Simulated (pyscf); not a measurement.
Elementary routes open to H₃Si–SiH₃ + HCl in the gas phase (singlet surface):
A. H₃Si–Cl + SiH₄ (Si–Si, Cl–H broken; Cl–Si, H–Si formed)
B. H₃Si–SiH₂–Cl + H₂ (H–Si, Cl–H broken; Cl–Si, H–H formed)

PySCF, gas phase, ωB97X-D3(BJ)/def2-SVP geometries.

**Question.** Rank the routes by free-energy barrier at 298 K, lowest first, for ωB97M-D3(BJ)/def2-TZVP energies (ideal gas, 1 atm, RRHO with modes under 100 cm⁻¹ raised to 100, one conformer, R ln 2 for chiral ones without a mode under 150 cm⁻¹).

**Answer.** B (43.8 kcal/mol), A (45.5 kcal/mol)

Route B is the fastest of these, ahead of the next by 1.7 kcal/mol. The most stable products are those of A (ΔG = -22.4 kcal/mol), whose barrier is 1.7 kcal/mol higher: the kinetic and the thermodynamic product differ. At 1200 K B is still the fastest. Only these routes are compared; each barrier is that of the saddle found, and lower ones may exist.
